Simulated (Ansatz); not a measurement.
A calculation with Ansatz (development build ahead of 0.2.0).

```yaml
crystal:
  periodic: [false, false, false]
  atoms:
    - { symbol: "N", position_ang: [0.0, 0.0, 0.0] }
    - { symbol: C, position_ang: [0.0, 2.2532, 1.7289] }
    - { symbol: "N", position_ang: [0.0, -2.1765, 1.6701] }
basis:
  gaussian: { orbitals: pcseg-2 }
magnetization:
  spin_polarized: true
hamiltonian:
  xc: hf
```

The input is written out in the form of the current development build from the run's settings.

Results

- Converged: yes
- Total energy: -146.46142 hartree
- Spin squared of the determinant: 4.008
- Stability test: minimum

Caution: the unrestricted determinant is a mixture of spin states.
